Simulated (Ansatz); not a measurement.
This Ansatz (a program for electronic structure) input (PBE0/6-311++G(2d,2p)) gives -39.43204 Eh with 57 basis functions. A basis named .json is the Basis Set Exchange file of that set (core-valence sets with the plain set on hydrogen).

Ansatz 0.2 input:
```yaml
crystal:
  periodic: [false, false, false]
  atoms:
    - {symbol: C, position_ang: [0.00000000, -0.00000000, 0.00000000]}
    - {symbol: H, position_ang: [-0.00996657, 1.09156801, -0.02069198]}
    - {symbol: H, position_ang: [0.95018374, -0.53760457, -0.01343118]}
    - {symbol: H, position_ang: [-0.94021717, -0.55396344, 0.03412316]}
basis:
  gaussian:
    orbitals: 6-311++G_2d_2p_.json
hamiltonian:
  xc: {name: PBE0}
total_charge: 1
magnetization: {spin_polarized: false}
```

Change:
```diff
- orbitals: 6-311++G_2d_2p_.json
+ orbitals: cc-pVDZ
```

Question: What does the run give now?

Answer: -39.42041 Eh (PBE0/cc-pVDZ, 29 functions), a change of +11.63 mEh.
